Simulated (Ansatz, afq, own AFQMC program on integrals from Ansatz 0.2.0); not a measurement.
Atomization energy of CS2, singlet

```xyz
3

S     1.3637   -0.1568    0.7327
C     0.0000    0.0000    0.0000
S    -1.3637    0.1568   -0.7327
```

Connectivity, by distances: S–C–S.

Atoms in their ground-state spins without spin–orbit coupling (mostly on UHF) minus the molecule (RHF), without zero-point energy. The geometry is a stationary point, not shown to be a minimum.

Basis def2-TZVP. Only valence electrons are correlated. Integrals, coupled cluster, full CI and functionals: Ansatz 0.2.0; the random walks run on the same integrals in our own AFQMC program. ph-AFQMC/CISD is guided by a CISD state made of CCSD amplitudes; releasing the constraint for a short imaginary time cuts its bias at the price of noise, slowly where states lie close. Error bars are statistical, one sigma. The errors of all members are added in quadrature.

No full CI on the walks' own integrals is used here. The released AFQMC energy serves as the reference, which it does only where one determinant dominates, the energy is flat over the last release times and near the phaseless one (40 meV or 2 meV an electron, half that with transition metals). On small molecules, where full CI could be run and the noise was under 10 meV, such values lay within 10 meV of it in 19 cases of 20, a flattering rate, since the rule was set on those same cases; what remains of the bias isn't in the error bar. Each member takes its own surest rung, up to full CI.

Errors are counted within def2-TZVP, not against nature.

Cautions: CS₂ (singlet): (T) is large, 7 % of the CCSD correlation, the released value is read at 1.50 1/Eh with a noise of 12 meV, more than in the cases checked (meV from the phaseless value at times in 1/Eh: -4 ± 5 at 0.24, -29 ± 6 at 0.51, -39 ± 8 at 0.99, -32 ± 12 at 1.50); other spins of the molecule weren't checked.

```tsv
level	atomization energy (kcal/mol)
CCSD	252.1
MP2	286.5
```

**Question.** From these cheaper values, estimate the atomization energy at the reference level in def2-TZVP.

**Answer.** 267.5 ± 0.3 kcal/mol (AFQMC with the constraint released in def2-TZVP).

```
        level  atomization energy (kcal/mol)  error against released AFQMC (kcal/mol)
           HF                          164.2                             -103.3 ± 0.3
      CCSD(T)                          266.9                               -0.6 ± 0.3
        CCSDT                          265.9                               -1.6 ± 0.3
     CCSDT(Q)                          267.7                                0.2 ± 0.3
ph-AFQMC/CISD                    267.4 ± 0.2                               -0.1 ± 0.3
```

Correlation beyond CCSD(T) adds 0.6 ± 0.3 kcal/mol. The perturbative (T) step is worth +14.8 kcal/mol.

CCSDT and higher add their correlation energy to the determinant of the CCSD(T) run, since their own runs factorise the integrals more tightly (a shift of under 2 meV). A walk keeps the symmetry of its determinant, which the program's search chose and which needn't be the lowest solution, so a lower state of the same spin and another symmetry isn't excluded. Released energies are given only where the last usable release times agree within the noise; a slower fall can still hide under it.
